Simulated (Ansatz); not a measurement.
C₂H₇N, singlet: at a first-order saddle point.

in.yaml

```yaml
crystal:
  periodic: [false, false, false]
  atoms:
    - {symbol: N, position_ang: [-1.190704, 0.036429, -0.040409]}
    - {symbol: C, position_ang: [0.258483, -0.565426, 0.126381]}
    - {symbol: H, position_ang: [0.326118, -1.368914, -0.611331]}
    - {symbol: H, position_ang: [0.277610, -0.999634, 1.128963]}
    - {symbol: C, position_ang: [1.091897, 0.631754, -0.101117]}
    - {symbol: H, position_ang: [1.661095, 0.969949, 0.762391]}
    - {symbol: H, position_ang: [1.699330, 0.607726, -1.003597]}
    - {symbol: H, position_ang: [-0.631475, 1.003414, -0.216621]}
    - {symbol: H, position_ang: [-1.716509, -0.318442, -0.839972]}
    - {symbol: H, position_ang: [-1.775744, 0.003145, 0.795412]}
basis:
  gaussian: {orbitals: def2-TZVPP}
hamiltonian: {xc: r2scan, dispersion: d4}
```

Launched with

```bash
ansatz run in.yaml --threads 2 --pin off --events-out ev --progress --plain --max-ram 4352MiB
```

What Ansatz 0.2.0 printed:

```
Functional definition: r2SCAN
  name "r2SCAN"
  cite "Furness, Kaplan, Ning, Perdew & Sun, J. Phys. Chem. Lett. 11, 8208 (2020) doi:10.1021/acs.jpclett.0c02405"
  cite "Furness, Kaplan, Ning, Perdew & Sun, J. Phys. Chem. Lett. 11, 9248 (2020) doi:10.1021/acs.jpclett.0c03077"
  parent r2scan
  parameter k0 = 0.174
  parameter k1 = 0.065
  parameter a1 = 4.9479
  exchange = r2scan_x(k0 = k0, k1 = k1, a1 = a1)
  correlation = r2scan_c
928 factors; their error is unknown
mean field evaluation 1: about -3661.8063 eV, gradient 7.3e1 eV
mean field evaluation 2: about -3628.5172 eV, gradient 1.2e2 eV
mean field evaluation 4: about -3674.0227 eV, gradient 1.4e1 eV
mean field evaluation 8: about -3674.4004 eV, gradient 2.5e-1 eV
mean field evaluation 16: about -3674.3730 eV, gradient 1.6e-4 eV
mean field -3674.37304250 eV, -135.0307187324 hartree, gradient 1.5e-5 eV, S^2 0.000000; 0 other end points of the search recorded, 0 dependent functions left out
reference -3674.37305334 eV, -135.0307191306 hartree; 13, 13 occupied and 178, 178 virtual orbitals, 928 factors
Total energy: -3674.40404189 eV, -135.0318579391 hartree
```

The lines “mean field evaluation” count trial sets of orbitals through the whole run, from several starts and some on an approximate energy, so they need not fall steadily or lie above the final value.

The run took about 4.2 s on 2 CPU threads of an Arm Neoverse V1 (shared host).
